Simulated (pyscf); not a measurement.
Optimised with ωB97X-D3(BJ)/def2-SVP in PySCF.

Task: `[SiH3][PH2]` + `[H]` [doublet] -> `[SiH2][PH2]` [doublet] + `[H][H]`
Surface: doublet. Broken: H–Si. Formed: H–H. Give ΔE‡ and ΔE from ωB97M-D3(BJ)/def2-TZVP, relative to the separated reactants.

Result: ΔE‡ = 4.0 kcal/mol, ΔE = -14.1 kcal/mol. Zero-point energy shifts the barrier by -0.6 kcal/mol. It is a hydrogen abstraction, with an imaginary mode of 866i cm⁻¹. •H₂Si–PH₂ lies 7.2 kcal/mol over its isomer H₃Si–PH• (electronic energy, ωB97M-D3(BJ)/def2-TZVP). One saddle was located; it need not be the lowest between these sides. The angle at the transferred H is 180°.
